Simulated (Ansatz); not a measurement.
Two isomers of C3H7NO: A = `CN(C)C=O`, B = `C=C(O)NC`.

Gas-phase electronic energies from Ansatz, PBE0-D4/def2-TZVP geometries. CCSD(T)/CBS adds triple-zeta CCSD(T) − MP2 to the extrapolated MP2 energy (def2 sets, frozen cores). DFT in def2-TZVPP. B3LYP here is the variant with VWN-RPA as its local correlation; programs differ in this. One conformer a species, not always the lowest.

(1) Which is lower in electronic energy at CCSD(T)/CBS, and by how much? (Best estimate.)

(2) Give E(B) − E(A) in kJ/mol with CCSD(T)/def2-SVP, B3LYP-D4, LDA (SPW92), PBE-D4, B2PLYP, BLYP-D4, PBE0-D4. (An estimate is asked.)

(3) Does the order hold for the free energy at 298.15 K (harmonic terms from PBE0-D4)? (Estimate.)

Largest T1 diagnostic: 0.014.

Results:

(1) Computed: A, by 57.2 kJ/mol.

(2) The calculation gave: CCSD(T)/def2-SVP 84.6, B3LYP-D4 65.1, LDA (SPW92) 56.5, PBE-D4 67.3, B2PLYP 66.7, BLYP-D4 70.8, PBE0-D4 61.2. None reverses the order clearly.

(3) The calculation gave: Yes: G(B) − G(A) = +57.3 kJ/mol, for one conformer each.

From BLYP to BHLYP (50 % exact exchange), in def2-TZVPP and without D4, E(B) − E(A) moves by −10.6 kJ/mol. At CCSD(T), def2-SVP lies +27.4 kJ/mol from the extrapolated value and def2-TZVPP +5.7 kJ/mol.
